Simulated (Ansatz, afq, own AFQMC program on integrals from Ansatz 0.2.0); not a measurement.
Two steps: Ansatz 0.2.0 writes the Fock matrix and Cholesky factors of the valence space, and afq projects on them the lowest state that overlaps trial and start.

```yaml
crystal:
  periodic: [false, false, false]
  atoms:
    - {symbol: Al, position_ang: [0.000000, 0.000000, 1.432992]}
    - {symbol: O, position_ang: [0.000000, 0.000000, -0.241478]}
    - {symbol: H, position_ang: [0.000000, 0.000000, -1.191514]}
basis:
  gaussian: {orbitals: cc-pVDZ}
magnetization: {spin_polarized: true, initial_magnetization: 2}
correlation: {method: ccsd_t, electrons: outside_noble_gas, hamiltonian_folder: ham}
```

```sh
$ ansatz run in.yaml --threads 1 --pin off --events-out ev --progress --plain --max-ram 1843MiB
```

afq runs on the folder ham with

```
--method phaseless --trial cisd --walkers 60 --populations 1 --least-time 40 --time-step 0.005 --steps-per-block 50 --equilibration-blocks 28 --max-blocks 300 --target-error 0.00038 --factor-cut 1e-05 --start spin_pure --seed 3239 --release-times 0.24,0.51,0.99,1.62,2.4 --release-step 0.03 --release-every 4 --taylor-order 6
```

Times are imaginary, in 1/Eh. The walk had a cap of 723 s.

```
orbitals 31  electrons 6 4  factors 214 of 353
reference energy -317.31276886 Eh
CCSD correlation -0.22112873 Eh in 11 cycles, weight of the determinant in the CISD state 0.9284
energy of the start -317.533901 Eh
 block  time / (1/Eh)  mean weight  energy / Eh
     1     0.250  1.0018  -317.532889
     2     0.500  1.0029  -317.538271
     3     0.750  1.0013  -317.534601
     4     1.000  1.0006  -317.536315
     5     1.250  1.0006  -317.534503
     7     1.750  0.9968  -317.536578
     9     2.250  1.0017  -317.540641
    17     4.250  0.9970  -317.539902
    33     8.250  0.9995  -317.536815
    49    12.250  1.0005  -317.536083
    65    16.250  1.0026  -317.547168
    81    20.250  0.9998  -317.537623
    97    24.250  1.0015  -317.539411
   113    28.250  1.0009  -317.540871
   129    32.250  1.0034  -317.548551
   145    36.250  0.9964  -317.535017
   161    40.250  0.9998  -317.543644
   177    44.250  0.9982  -317.541588
   193    48.250  0.9979  -317.536541
   209    52.250  1.0022  -317.547330
   225    56.250  1.0017  -317.537432
   241    60.250  0.9997  -317.536451
   257    64.250  1.0002  -317.535745
   265    66.250  1.0003  -317.530870
   273    68.250  0.9998  -317.532910
   289    72.250  1.0007  -317.535413
   305    76.250  1.0002  -317.535970
   321    80.250  1.0024  -317.534600
blocks merged  error / Eh  count
     1  0.000292  300
     2  0.000347  150
     4  0.000399  75
     8  0.000441  37
    16  0.000428  18
    32  0.000556  9
released: time / (1/Eh)  energy / Eh  error  mean overlap
  0.24  -317.539350  0.000428  0.9957
  0.51  -317.538902  0.000364  1.0044
  0.99  -317.539052  0.000536  0.9977
  1.62  -317.539779  0.000621  0.9855
  2.40  -317.539272  0.000542  0.9927
energy -317.539368 +/- 0.000441 Eh
(rows thinned)
```

(1) Estimate how long the walk took on 1 thread of Intel(R) Xeon(R) Platinum 8259CL CPU @ 2.50GHz (Skylake/Cascade Lake), with other jobs on the host.

The run passed its tests (sampling time, drift between the halves within three errors, error under three times the target), which doesn't prove that it has relaxed.

Against this walk (error 12.0 meV) on the same determinant: CCSD(T) 24.0 meV higher, CCSDT(Q) 4.8 meV lower (within the noise). The error is statistical and leaves out the bias of the constraint. Released to 2.40 1/Eh the energy moves by 3 ± 19 meV (both errors), within twice the noise.

Cautions: constraint bias not in the error; error above the target (12.0 against 10.3 meV); another spin lies lower (by 3.43 eV).

## Answers

(1) 6.2 min of wall time.

CCSDT and higher add their correlation energy to the determinant of the CCSD(T) run, since their own runs factorise the integrals more tightly (a shift of under 2 meV). A walk keeps the symmetry of its determinant, which the program's search chose and which needn't be the lowest solution, so a lower state of the same spin and another symmetry isn't excluded.
